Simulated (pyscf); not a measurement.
Optimised with ωB97X-D3(BJ)/def2-SVP in PySCF.

PBE/def2-TZVP puts the barrier of H₃C–SiH₂–Cl → H₃C–Si:–Cl [singlet] + hydrogen (H₂) (1,1-elimination; singlet surface; H–Si, H–Si broken, H–H formed) at 61.9 kcal/mol and the reaction energy at +47.1 kcal/mol, from the reactant's lowest minimum found. What do B3LYP-D3(BJ)/def2-TZVP, M06-2X/def2-TZVP, ωB97M-D3(BJ)/def2-TZVP give on the same structures?

B3LYP-D3(BJ): ΔE‡ = 69.3 kcal/mol, ΔE = +48.4 kcal/mol; M06-2X: ΔE‡ = 71.3 kcal/mol, ΔE = +48.1 kcal/mol; ωB97M-D3(BJ): ΔE‡ = 70.8 kcal/mol, ΔE = +48.7 kcal/mol. PBE's barrier lies under all of them, by 7.4 to 9.4 kcal/mol. Its reaction energy lies under all of them, by 1.0 to 1.5 kcal/mol. Low barriers are usual for a GGA, whose delocalisation error favours stretched bonds. This is the saddle that the search found; another between the same sides may lie lower.
